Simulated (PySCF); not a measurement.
Gas-phase reaction: 3 B(CH3)3 → 3 BH2 + 3 CH3 + 2 C3H6 (propylene), at 1600 K and a standard pressure of 1 bar. Level: PBE0/def2-TZVP.

Method: PySCF energies plus ideal-gas RRHO corrections (1 bar). S°(298 K) at PBE0/def2-TZVP differs from the NASA 1993 table for BH2 (+14 J/mol/K); whether the harmonic model or the table's entry is off was not settled. Open shells (unrestricted): BH2 (multiplicity 2), CH3 (multiplicity 2); the rest are closed-shell singlets. Methyl groups turn as free rotors in B(CH3)3. The harmonic model lacks anharmonicity and excited electronic states, which grow with temperature; levels with a mode under 35 cm⁻¹ are left out. Internal rotation in C3H6 (propylene) is treated as a harmonic vibration of one conformer, which makes the entropy rough.

```
species               E (Ha)  H(1600 K) − E (kJ/mol)  S°(1600 K) (J/mol/K)
----------------  ----------  ----------------------  --------------------
B(CH3)3           -144.46364                   562.7                 603.1
BH2                -25.89447                   105.7                 264.6
CH3                -39.79906                   161.8                 281.9
C3H6 (propylene)  -117.79647                   397.0                 463.4
```
E: electronic energy; H − E holds the zero-point and thermal terms. 1 Ha = 2625.5 kJ/mol.

Question: Work out ΔH°, ΔS°, ΔG° and log10 K from these numbers.

Answer: 1. ΔE = 3×(-25.89447) + 3×(-39.79906) + 2×(-117.79647) − 3×(-144.46364) = 0.71739 Ha = 1883.5 kJ.
2. Δ(H − E) = 3×(105.7) + 3×(161.8) + 2×(397.0) − 3×(562.7) = -91.6 kJ, so ΔH° = 1791.9 kJ.
3. ΔS° = 3×(264.6) + 3×(281.9) + 2×(463.4) − 3×(603.1) = 757.0 J/K; the number of gas molecules changes by +5.
4. ΔG° = ΔH° − TΔS° = 1791.9 − 1600×(757.0)/1000 = 580.7 kJ.
5. log10 K = −ΔG°/(RT ln 10) = -18.96, with RT ln 10 = 30.63 kJ/mol; at standard pressures the reactants are favoured.
6. A shift of 10 kJ in ΔE would move log10 K by 0.33 here.
For scale, ΔH°(298 K) is 1799 kJ at this level, 1841 kJ at ωB97M-V/def2-TZVP†, and runs from 1333 to 2113 kJ over the 18 levels computed († marks an energy on the PBE0/def2-TZVP geometry).
